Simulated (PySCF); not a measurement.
# C₃H₃F: geometry, NMR shifts, spin-spin couplings, electronic excitations and core binding energies

What NMR shifts, spin-spin couplings, electronic excitations and core binding energies should C₃H₃F (`FC1=CC1`) show?

Programs: PySCF 2.14.0, with density-fitted response routines of our own. Each step states its level of theory. These are calculated values for one molecule in the gas phase, unless marked as measured. Atoms count from 0, in the outputs and in this text.

## Step 1: The starting structure

7 atoms, charge 0, multiplicity 1; geometry from: GFN2-xTB.

Bonds of the start (Å): F0–C1 1.32, C1–C2 1.29, C2–C3 1.53, C3–C1 1.48, C2–H4 1.06, C3–H5 1.08, C3–H6 1.08.

## Step 2: Optimising the geometry at PBE0-D3(BJ)/def2-SVP

What the job is given:

```
{"job": {"xc": "PBE0", "basis": "def2-SVP", "d3": "d3bj", "grid": 1, "kind": "geom"}, "charge": 0, "multiplicity": 1}
F     -1.294570     1.677061    -0.251010
C     -0.603311     0.566597    -0.101911
C     -0.561164    -0.720532     0.005036
C      0.769272     0.027519     0.060892
H     -1.028705    -1.671553     0.040886
H      1.439249    -0.009817    -0.791208
H      1.282563     0.135629     1.010238
```

**Question.** This job is followed by: GIAO PBE0/pcSseg-1 NMR shielding, non-relativistic, gas phase; B3LYP/pcJ-1 indirect spin-spin coupling, non-relativistic, gas phase; TDDFT wB97X-D/def2-SVPD, vertical, gas phase, core orbitals frozen in the response; GIAO HF/pcSseg-2 NMR shielding, non-relativistic, gas phase; delta-SCF UKS SCAN, pcX-2 on the ionised atom, pcseg-1 elsewhere, spin-free X2C. What will the session give for the following? point group; rotational constants (main isotopes); ¹³C shifts against TMS (PBE0/pcSseg-1); ¹H shifts against TMS (PBE0/pcSseg-1, means over atoms taken as alike); ¹⁹F shifts against CFCl3 (PBE0/pcSseg-1); largest coupling of the table (B3LYP/pcJ-1); lowest singlet (wB97X-D/def2-SVPD); brightest single state of those computed; lowest triplet; vertical ionisation energy (ΔSCF); C1s binding energies, SCAN/pcX-2 (standing for 2 of 3 atoms); F1s binding energies, SCAN/pcX-2; range of the shift of F0.

**Answer**, as computed:

| quantity | value |
| --- | --- |
| point group | Cs |
| rotational constants (main isotopes) | 22.94, 7.01, 5.57 GHz |
| ¹³C shifts against TMS (PBE0/pcSseg-1) | 152.2, 72.6, 21.1 ppm |
| ¹H shifts against TMS (PBE0/pcSseg-1, means over atoms taken as alike) | 5.13, 2.06 ppm |
| ¹⁹F shifts against CFCl3 (PBE0/pcSseg-1) | -134.6 ppm |
| largest coupling of the table (B3LYP/pcJ-1) | ¹J(F,C) F0–C1, -497.4 Hz |
| lowest singlet (wB97X-D/def2-SVPD) | 6.84 eV (181 nm), f = 0.078 |
| brightest single state of those computed | state 10, 9.61 eV, f = 0.099 |
| lowest triplet | 4.57 eV |
| vertical ionisation energy (ΔSCF) | 9.82 eV |
| C1s binding energies, SCAN/pcX-2 (standing for 2 of 3 atoms) | C3 291.56, C2 291.06 eV |
| F1s binding energies, SCAN/pcX-2 | F0 693.86 eV |
| range of the shift of F0 | -134.6 to -111.8 ppm |

What this shows: Relaxing lowered the energy by 0.036 eV in 10 steps; the close pair that moved most is C2–H4, from 1.060 to 1.085 Å. The most deshielded hydrogen is H4 (hydrogen on an alkene CH), at 5.13 ppm: olefinic region. At PBE0/pcSseg-1: The widest tensor belongs to F0: span 336 ppm, with a paramagnetic part of -159 ppm. In the run at B3LYP/pcJ-1, the largest coupling of the table is F0–C1, -497.4 Hz, of which the Fermi-contact term gives -462.0 Hz. The first singlet state (HOMO→LUMO 0.94) lies at 6.84 eV and is bright; of the 10 states computed, the strongest absorption comes from states 9 to 10 together at 9.61 eV (the last computed, so partners may be missing). The lowest triplet lies 2.28 eV below the lowest singlet (triplets in Tamm-Dancoff, singlets in full TDDFT). At wB97X-D/def2-SVPD, the highest states lie near or above the ionisation energy, where they hang on the basis. ΔSCF puts the ionisation energy at 9.82 eV, 0.63 eV above −ε(HOMO). The C1s levels kept as sound span 0.50 eV, from C2 (alkene CH) up to C3 (three-membered-ring carbon). Only 2 of the 3 C atoms are covered by sound results. Across the 2 runs the shift of F0 moves most, between -134.6 (PBE0/pcSseg-1) and -111.8 ppm (HF/pcSseg-2).
